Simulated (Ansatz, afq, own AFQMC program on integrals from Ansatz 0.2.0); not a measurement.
## Where AFQMC and coupled cluster stand for NH3⁻, doublet

```xyz
4

N    -0.0175    0.0027   -0.0804
H     1.2410   -0.0043    0.5003
H    -0.5078    0.7976    0.3378
H    -0.4899   -0.8307    0.2794
```

Basis 6-31++G**. Only valence electrons are correlated. Ansatz 0.2.0 and our own AFQMC program on the same integrals; the CISD trial comes from CCSD amplitudes, and released means the phaseless constraint is let go. Error bars are statistical, one sigma.

Determinant: UHF, the one that the program's search chose, which needn't be the lowest solution. The geometry is a point of a scan.

No full CI on the walks' own integrals is used here; CCSDT(Q) serves as the reference and is uncertain by about the last step of the cluster series.

Cautions: the ph-AFQMC/HF walk drifts between its halves (2.1 errors).

* T1 diagnostic: 0.0184
* weight of the determinant in the CISD state: 0.909
* ⟨S²⟩ of the determinant: 0.753
* size of the correlated space: 9 electrons in 36 orbitals

Reference: CCSDT(Q), correlation energy -6.308 eV. The released energy is read at 2.40 1/Eh (meV from the phaseless value at times in 1/Eh: 13 ± 17 at 0.24, 15 ± 16 at 0.51, 18 ± 17 at 0.99, 29 ± 16 at 1.62, -12 ± 20 at 2.40).

| level | E − E(reference) (mEh) | share of correlation (%) |
| --- | --- | --- |
| HF | 231.82 | 0.00 |
| MP2 | 22.72 | 90.20 |
| CCSD | 7.49 | 96.77 |
| CCSD(T) | 1.12 | 99.52 |
| CCSDT | 0.66 | 99.71 |
| ph-AFQMC/HF | -2.15 ± 3.32 | 100.93 |
| ph-AFQMC/CISD | -0.90 ± 0.61 | 100.39 |
| released AFQMC | -1.33 ± 0.72 | 100.57 |

A walk keeps the symmetry of its determinant, which the program's search chose and which needn't be the lowest solution, so a lower state of the same spin and another symmetry isn't excluded. Released energies are given only where the last usable release times agree within the noise; a slower fall can still hide under it.
